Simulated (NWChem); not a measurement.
System: hydrogen peroxide (H$_{2}$O$_{2}$); SMILES OO

Parts of the log:

```
             Northwest Computational Chemistry Package (NWChem) 7.3.0
             --------------------------------------------------------

 C2  symmetry detected

                             Geometry "geometry" -> ""
                             -------------------------

 Output coordinates in angstroms (scale by  1.889725989 to convert to a.u.)

  No.       Tag          Charge          X              Y              Z
 ---- ---------------- ---------- -------------- -------------- --------------
    1 O                    8.0000     0.06168021    -0.72518304    -0.05554200
    2 O                    8.0000    -0.06168021     0.72518304    -0.05554200
    3 H                    1.0000    -0.74083851    -0.95822301     0.44433600
    4 H                    1.0000     0.74083851     0.95822301     0.44433600

 Effective nuclear repulsion energy (a.u.)      36.6771705817

      Symmetry information
      --------------------

 Group name             C2
 Group number              4
 Group order               2
 No. of unique centers     2

                                 NWChem DFT Module
                                 -----------------

 Summary of "ao basis" -> "ao basis" (spherical)
 ------------------------------------------------------------------------------
       Tag                 Description            Shells   Functions and Types
 ---------------- ------------------------------  ------  ---------------------
 O                           6-31g*                  6       14   3s2p1d
 H                           6-31g*                  2        2   2s

      Symmetry analysis of basis
      --------------------------

        a          16
        b          16

            General Information
            -------------------
          SCF calculation type: DFT
          Wavefunction type:  closed shell.
          No. of atoms     :     4
          No. of electrons :    18
           Alpha electrons :     9
            Beta electrons :     9
          Charge           :     0
          Spin multiplicity:     1
          Use of symmetry is: on ; symmetry adaption is: on
          Maximum number of iterations: 150
          AO basis - number of functions:    32
                     number of shells:    16
          Convergence on energy requested:  1.00D-06
          Convergence on density requested:  1.00D-05
          Convergence on gradient requested:  5.00D-04

              XC Information
              --------------
                          N12 Method XC Functional
                           N12 Exchange Functional  1.000
                         N12 Correlation Potential  1.000

             Grid Information
             ----------------
          Grid used for XC integration:  medium
          Radial quadrature: Mura-Knowles
          Angular quadrature: Lebedev.
          Tag              B.-S. Rad. Rad. Pts. Rad. Cut. Ang. Pts.
          ---              ---------- --------- --------- ---------
          O                   0.60       49           6.0       434
          H                   0.35       45           7.0       434
          Grid pruning is: on
          Number of quadrature shells:    94
          Spatial weights used:  Erf1

      Superposition of Atomic Density Guess
      -------------------------------------

 Sum of atomic energies:        -150.50516954

      Non-variational initial energy
      ------------------------------

 Total energy =    -150.674752
 1-e energy   =    -279.851866
 2-e energy   =      92.499943
 HOMO         =      -0.345860
 LUMO         =       0.002973

      Symmetry analysis of molecular orbitals - initial
      -------------------------------------------------

  Numbering of irreducible representations:

     1 a           2 b

  Orbital symmetries:

     1 a           2 b           3 a           4 b           5 a
     6 b           7 a           8 a           9 b          10 b
    11 a          12 b          13 b          14 a          15 b
    16 a          17 a          18 b          19 a

     ---------------------------------------------
      Total Density - Mulliken Population Analysis
     ---------------------------------------------

    Atom       Charge   Shell Charges
 -----------   ------   -------------------------------------------------------
    1 O    8     8.52   2.00  0.94  2.81  0.92  1.82  0.03
    2 O    8     8.52   2.00  0.94  2.81  0.92  1.82  0.03
    3 H    1     0.48   0.37  0.11
    4 H    1     0.48   0.37  0.11

   convergence    iter        energy       DeltaE   RMS-Dens  Diis-err
 ---------------- ----- ----------------- --------- --------- ---------
 d= 0,ls=0.0,diis     1   -151.4063555905 -1.88D+02  1.58D-02  3.78D-01
 d= 0,ls=0.0,diis     2   -151.4364004365 -3.00D-02  5.14D-03  6.62D-02
 d= 0,ls=0.0,diis     3   -151.4414586061 -5.06D-03  2.71D-03  1.56D-02
 d= 0,ls=0.0,diis     4   -151.4428448642 -1.39D-03  7.19D-04  1.66D-03
 d= 0,ls=0.0,diis     5   -151.4430149493 -1.70D-04  5.52D-05  5.77D-06
 d= 0,ls=0.0,diis     6   -151.4430156159 -6.67D-07  5.67D-06  7.59D-08

         Total DFT energy =     -151.443015615885
      One electron energy =     -281.764408486651
           Coulomb energy =      111.495636045289
    Exchange-Corr. energy =      -17.851413756184
 Nuclear repulsion energy =       36.677170581661

 Numeric. integr. density =       18.000001156096

                  Occupations of the irreducible representations
                  ----------------------------------------------

                     irrep           alpha         beta
                     --------     --------     --------
                     a                 5.0          5.0
                     b                 4.0          4.0

                       DFT Final Molecular Orbital Analysis
                       ------------------------------------

 Vector    7  Occ=2.000000D+00  E=-3.484717D-01  Symmetry=a
              MO Center= -9.6D-15,  3.7D-14, -1.6D-01, r^2= 1.2D+00
   Bfn.  Coefficient  Atom+Function         Bfn.  Coefficient  Atom+Function
  ----- ------------  ---------------      ----- ------------  ---------------
     5      0.326928  1 O  pz                19      0.326928  2 O  pz
     4      0.278967  1 O  py                18     -0.278967  2 O  py
     9      0.209989  1 O  pz                23      0.209989  2 O  pz
     6     -0.184576  1 O  s                 20     -0.184576  2 O  s
     8      0.169480  1 O  py                22     -0.169480  2 O  py

 Vector    8  Occ=2.000000D+00  E=-2.546514D-01  Symmetry=a
              MO Center= -1.0D-16, -1.4D-16,  2.7D-02, r^2= 1.2D+00
   Bfn.  Coefficient  Atom+Function         Bfn.  Coefficient  Atom+Function
  ----- ------------  ---------------      ----- ------------  ---------------
     3      0.408062  1 O  px                17     -0.408062  2 O  px
     7      0.265258  1 O  px                21     -0.265258  2 O  px
     5      0.219683  1 O  pz                19      0.219683  2 O  pz
     9      0.161780  1 O  pz                23      0.161780  2 O  pz
     6      0.142737  1 O  s                 20      0.142737  2 O  s

 Vector    9  Occ=2.000000D+00  E=-2.088534D-01  Symmetry=b
              MO Center=  3.7D-16, -3.0D-14, -9.4D-02, r^2= 1.1D+00
   Bfn.  Coefficient  Atom+Function         Bfn.  Coefficient  Atom+Function
  ----- ------------  ---------------      ----- ------------  ---------------
     5      0.475555  1 O  pz                19     -0.475555  2 O  pz
     9      0.327225  1 O  pz                23     -0.327225  2 O  pz
     3      0.142673  1 O  px                17      0.142673  2 O  px
     7      0.116638  1 O  px                21      0.116638  2 O  px
     6     -0.080723  1 O  s                 20      0.080723  2 O  s

 Vector   10  Occ=0.000000D+00  E=-1.096403D-02  Symmetry=b
              MO Center= -1.0D-16, -6.4D-15,  2.7D-02, r^2= 1.4D+00
   Bfn.  Coefficient  Atom+Function         Bfn.  Coefficient  Atom+Function
  ----- ------------  ---------------      ----- ------------  ---------------
     6      0.522060  1 O  s                 20     -0.522060  2 O  s
     4      0.496932  1 O  py                18      0.496932  2 O  py
     8      0.485830  1 O  py                22      0.485830  2 O  py
    30     -0.334525  3 H  s                 32      0.334525  4 H  s
     2      0.174722  1 O  s                 16     -0.174722  2 O  s

 Vector   11  Occ=0.000000D+00  E= 4.687714D-02  Symmetry=a
              MO Center=  9.7D-16,  8.7D-16,  5.3D-01, r^2= 3.2D+00
   Bfn.  Coefficient  Atom+Function         Bfn.  Coefficient  Atom+Function
  ----- ------------  ---------------      ----- ------------  ---------------
    30      0.995093  3 H  s                 32      0.995093  4 H  s
     6     -0.612523  1 O  s                 20     -0.612523  2 O  s
     7      0.308158  1 O  px                21     -0.308158  2 O  px
     3      0.194438  1 O  px                17     -0.194438  2 O  px
     9     -0.192828  1 O  pz                23     -0.192828  2 O  pz

 Vector   12  Occ=0.000000D+00  E= 8.679541D-02  Symmetry=b
              MO Center=  4.7D-16,  9.7D-17,  4.6D-01, r^2= 3.1D+00
   Bfn.  Coefficient  Atom+Function         Bfn.  Coefficient  Atom+Function
  ----- ------------  ---------------      ----- ------------  ---------------
    30      1.030965  3 H  s                 32     -1.030965  4 H  s
     6     -0.376114  1 O  s                 20      0.376114  2 O  s
     8      0.316626  1 O  py                22      0.316626  2 O  py
     7      0.306115  1 O  px                21      0.306115  2 O  px
     4      0.251683  1 O  py                18      0.251683  2 O  py

     ---------------------------------------------
      Total Density - Mulliken Population Analysis
     ---------------------------------------------

    Atom       Charge   Shell Charges
 -----------   ------   -------------------------------------------------------
    1 O    8     8.42   2.00  0.95  2.88  0.95  1.60  0.04
    2 O    8     8.42   2.00  0.95  2.88  0.95  1.60  0.04
    3 H    1     0.58   0.48  0.10
    4 H    1     0.58   0.48  0.10

     -------------------------------------------
      Total Density - Lowdin Population Analysis
     -------------------------------------------

    Atom       Charge   Shell Charges
 -----------   ------   -------------------------------------------------------
    1 O    8     8.32   1.99  0.92  2.74  0.75  1.84  0.07
    2 O    8     8.32   1.99  0.92  2.74  0.75  1.84  0.07
    3 H    1     0.68   0.45  0.23
    4 H    1     0.68   0.45  0.23

     Multipole analysis of the density
     ---------------------------------

     L   x y z        total         alpha         beta         nuclear
     -   - - -        -----         -----         ----         -------
     0   0 0 0     -0.000000     -9.000000     -9.000000     18.000000

     1   1 0 0     -0.000000     -0.000000     -0.000000      0.000000
     1   0 1 0     -0.000000     -0.000000     -0.000000      0.000000
     1   0 0 1      0.706728      0.353364      0.353364      0.000000

     2   2 0 0     -7.054045     -5.595659     -5.595659      4.137273
     2   1 1 0      2.272953     -0.120727     -0.120727      2.514408
     2   1 0 1      0.000000      0.000000      0.000000      0.000000
     2   0 2 0     -7.655015    -22.130336    -22.130336     36.605658
     2   0 1 1     -0.000000     -0.000000     -0.000000      0.000000
     2   0 0 2     -8.364365     -4.975365     -4.975365      1.586365
```

Level: N12/6-31G* (spherical d). Geometry: optimised at B3LYP/6-31G* (spherical d).

### Question
Reconstruct the input file.

### Answer
One answer among several that fit: the input that was run:
```
start job
memory heap 200 mb stack 900 mb global 1100 mb
geometry units angstroms noautoz
  O      0.045630    -0.726373    -0.125929
  O     -0.045633     0.726366    -0.125912
  H     -0.761842    -0.941606     0.373957
  H      0.761845     0.941612     0.373958
end
basis spherical
  O library 6-31g*
  H library 6-31g*
end
dft
  xc n12
  iterations 150
  mulliken
end
task dft energy
```
